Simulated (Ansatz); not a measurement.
# C2H5NO: up Jacob's ladder to CCSD(T)

One table from this session's results is given with a row withheld; the runs are named, their logs left out.

Method: functionals in def2-TZVPP, the program's frozen cores in correlated methods; program: Ansatz 0.2.0, Gaussian basis.

The runs, in order: LDA (SPW92), PBE-D4, revPBE-D4, BLYP-D4, r2SCAN-D4, B97M-V, PBE0-D4, B3LYP-D4, r2SCANh-D4, r2SCAN0-D4, HSE06-D4, BHLYP-D4, CAM-B3LYP-D4, LC-ωPBE, ωB97X-V, ωB97M-V, B2PLYP, PBE-QIDH; CCSD(T)/def2-SVP; CCSD(T)/def2-TZVPP; MP2/def2-QZVPP; extrapolation to the limit; RPA on PBE.

## The geometry

An earlier PBE0-D4 in a triple-zeta def2 set relaxation fixed the geometry.

SMILES `N=CCO`, 9 atoms, charge 0, spin multiplicity 1.

Atoms are counted from 1 here; the program's logs count them from 0.

Bond lengths: N1–C2 1.262 Å, N1–H5 1.016 Å, C2–C3 1.493 Å, C2–H6 1.096 Å, C3–O4 1.390 Å, C3–H7 1.101 Å, C3–H8 1.101 Å, O4–H9 0.971 Å. Angles: C2–N1–H5 112.9°, N1–C2–C3 118.7°, N1–C2–H6 124.5°, C3–C2–H6 116.8°, C2–C3–O4 112.2°, C2–C3–H7 108.2°, C2–C3–H8 108.2°, O4–C3–H7 111.0°, O4–C3–H8 111.0°, H7–C3–H8 106.1°, C3–O4–H9 105.3°.

Coordinates:

```mol
C2H5NO
  3D, bonds by distance, orders not assigned

  9  8  0  0  0  0  0  0  0  0999 V2000
   -0.8876    0.4891   -1.0324 N   0  0
   -0.4771    0.5079    0.1613 C   0  0
    0.6368   -0.4071    0.5511 C   0  0
    1.0774   -1.1825   -0.5146 O   0  0
   -1.6457    1.1447   -1.2004 H   0  0
   -0.8830    1.1557    0.9467 H   0  0
    1.4566    0.2049    0.9591 H   0  0
    0.2862   -1.0404    1.3812 H   0  0
    0.5251   -0.9189   -1.2691 H   0  0
  1  2  8  0
  2  3  8  0
  3  4  8  0
  1  5  8  0
  2  6  8  0
  3  7  8  0
  3  8  8  0
  4  9  8  0
M  END
```

Set-up of the first run:

File in.yaml:

```yaml
crystal:
  periodic: [false, false, false]
  atoms:
    - {symbol: N, position_ang: [-0.887561, 0.489140, -1.032377]}
    - {symbol: C, position_ang: [-0.477128, 0.507918, 0.161303]}
    - {symbol: C, position_ang: [0.636762, -0.407064, 0.551089]}
    - {symbol: O, position_ang: [1.077355, -1.182458, -0.514638]}
    - {symbol: H, position_ang: [-1.645684, 1.144684, -1.200435]}
    - {symbol: H, position_ang: [-0.883030, 1.155746, 0.946656]}
    - {symbol: H, position_ang: [1.456627, 0.204879, 0.959134]}
    - {symbol: H, position_ang: [0.286154, -1.040409, 1.381210]}
    - {symbol: H, position_ang: [0.525105, -0.918936, -1.269142]}
basis:
  gaussian: {orbitals: def2-TZVPP}
hamiltonian: {xc: lda}
output: {orbitals: {seedname: orbitals}}
```

On the command line:

```bash
> ansatz run in.yaml --threads 2 --pin off --events-out ev --progress --plain --max-ram 4352MiB
```

Steps of the session up to this table: LDA; PBE-D4 (GGA); revPBE-D4 (GGA); BLYP-D4 (GGA); r2SCAN-D4 (meta-GGA); B97M-V (meta-GGA); B3LYP-D4 (hybrid); r2SCANh-D4 (hybrid); r2SCAN0-D4 (hybrid); HSE06-D4 (hybrid); BHLYP-D4 (hybrid); CAM-B3LYP-D4 (range-separated); LC-ωPBE (range-separated); ωB97X-V (range-separated); ωB97M-V (range-separated); B2PLYP (double hybrid); PBE-QIDH (double hybrid).

One of the session's tables, all rows but one given; the rest of the session is left out.

It belongs to the step «Orbital energies across the functionals». 

```
  functional  HOMO (eV)  gap (eV)
 LDA (SPW92)      -6.30      4.51
      PBE-D4      -6.17      4.61
   revPBE-D4      -6.11      4.65
     BLYP-D4      -6.09      4.64
   r2SCAN-D4      -6.52      5.19
      B97M-V          ?         ?
     PBE0-D4      -7.82      7.40
    B3LYP-D4      -7.57      6.87
  r2SCANh-D4      -7.14      6.23
  r2SCAN0-D4      -8.07      7.78
    HSE06-D4      -7.41      6.60
    BHLYP-D4      -9.42     10.22
CAM-B3LYP-D4      -9.30     10.07
     LC-ωPBE     -10.63     12.65
     ωB97X-V     -10.31     12.26
     ωB97M-V     -10.24     12.10
```

Estimate the missing values for B97M-V.

As computed: HOMO (eV): -6.66; gap (eV): 5.46. In the column «HOMO (eV)» it lies between r2SCANh-D4 (-7.14) and r2SCAN-D4 (-6.52).
